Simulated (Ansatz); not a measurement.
Input file for Ansatz (a first-principles code): R-CCSD(T)/aug-cc-pV(T+d)Z on H2 (SMILES [H][H]). Files ending in .json are basis or fitting sets from the Basis Set Exchange.

Ansatz 0.2 input:
```yaml
crystal:
  periodic: [false, false, false]
  atoms:
    - {symbol: H, position_ang: [0.00000000, 0.00000000, 0.00000000]}
    - {symbol: H, position_ang: [0.74187646, 0.00000000, 0.00000000]}
basis:
  gaussian:
    orbitals: aug-cc-pV_T+d_Z.json
magnetization: {spin_polarized: false}
correlation: {method: ccsd_t, electrons: outside_noble_gas}
scf: {lower_state_search: off}
```

Output:

```
Functional definition: HF
[...]
these checks for a lower state are left out or cut short: stability, starts, cluster_reference, orbital_swaps, neighbouring_geometries, increment
integrals: 0.01 GiB planned
236 factors; integrals over basis functions are off by at most 1.6e-3 eV
mean field: 0.04 GiB planned
mean field evaluation 1: about -30.7407 eV, gradient 3.6e0 eV
mean field evaluation 2: about -30.7405 eV, gradient 3.6e0 eV
mean field evaluation 4: about -30.8309 eV, gradient 6.6e-2 eV
mean field evaluation 8: about -30.8310 eV, gradient 1.7e-7 eV
mean field -30.83096023 eV, -1.1330168905 hartree, gradient 1.7e-7 eV, S^2 0.000000; 0 other end points of the search recorded, 0 dependent functions left out
reference -30.83096023 eV, -1.1330168905 hartree; 1, 1 occupied and 45, 45 virtual orbitals, 236 factors
second order -0.87055792 eV of doubles, -0.00000000 eV of singles
coupled cluster: 0.06 GiB planned
cycle   1  -1.01266637 eV  change   -1.4e-1 eV  update   2.6e-2
cycle   2  -1.07738135 eV  change   -6.5e-2 eV  update   9.0e-3
cycle   3  -1.07800334 eV  change   -6.2e-4 eV  update   1.1e-3
cycle   4  -1.07810726 eV  change   -1.0e-4 eV  update   1.5e-4
cycle   5  -1.07806054 eV  change    4.7e-5 eV  update   2.9e-5
cycle   6  -1.07805650 eV  change    4.0e-6 eV  update   5.6e-6
cycle   7  -1.07805855 eV  change   -2.1e-6 eV  update   1.1e-6
perturbative correction 0.00000000 eV, 0.0000000000 hartree
Total energy: -31.90901878 eV, -1.1726348116 hartree
Checks for a lower state left out: stability, starts, cluster_reference, orbital_swaps, neighbouring_geometries, increment
```

The calculation finished and met its thresholds.

Cost: about 0.21 core-seconds (a rough figure).
